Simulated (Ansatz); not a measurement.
# HO5S: the cost of one run

Method: the levels named in each step, in Ansatz 0.2.0.

## (1) The starting structure

Bond lengths: O1–S2 1.442 Å, S2–O3 1.444 Å, S2–O4 1.470 Å, S2–O5 1.673 Å, O5–O6 1.404 Å, O6–H7 1.011 Å. Angles: O1–S2–O3 114.3°, O1–S2–O4 113.8°, O1–S2–O5 104.9°, O3–S2–O4 113.7°, O3–S2–O5 105.0°, O4–S2–O5 103.8°, S2–O5–O6 106.6°, O5–O6–H7 95.9°.

Coordinates:

```xyz
7

O    -0.4827    0.5898   -1.5084
S    -0.3858    0.1647   -0.1341
O    -1.5802   -0.4652    0.3777
O     0.1747    1.1851    0.7630
O     0.7725   -1.0431   -0.1383
O     1.8011   -0.6149    0.7165
H     1.3738    0.2686    0.9597
```

## (2) A rough first relaxation, PBE-D4/def2-SVPD

This run stands in another session on the same molecule. It ended at:

```xyz
7

O    -0.6882    0.5398   -1.6339
S    -0.4445    0.2354   -0.1942
O    -1.5122   -0.5388    0.5048
O     0.1599    1.3495    0.6348
O     0.9596   -0.8257   -0.3559
O     1.6684   -0.8168    0.9216
H     1.5304    0.1417    1.1589
```

## (3) Relaxation, HF/STO-3G

Contents of input.yaml:

```yaml
crystal:
  periodic: [false, false, false]
  atoms:
    - { symbol: O, position_ang: [-0.68822827, 0.53977525, -1.63389147] }
    - { symbol: S, position_ang: [-0.44454498, 0.23541231, -0.19420182] }
    - { symbol: O, position_ang: [-1.51216043, -0.53881961, 0.50483751] }
    - { symbol: O, position_ang: [0.15993114, 1.34950025, 0.6347822] }
    - { symbol: O, position_ang: [0.95958007, -0.82570558, -0.3559461] }
    - { symbol: O, position_ang: [1.6684042, -0.81683944, 0.92160851] }
    - { symbol: H, position_ang: [1.53036827, 0.14172682, 1.15889117] }
total_charge: -1
basis:
  gaussian: { orbitals: STO-3G }
hamiltonian:
  xc: hf
relax:
  f_tol: 0.002
  max_steps: 150
```

Command:

```
> ansatz run input.yaml --threads 4 --pin off --max-ram 10240MiB --backend cpu --events-out ev --progress --plain --runs-dir out
```

Q: Estimate wall time and peak memory on 4 threads of Intel Xeon Platinum 8488C (Sapphire Rapids), shared host.

About 3.1 s, with a peak of 0.099 GiB.
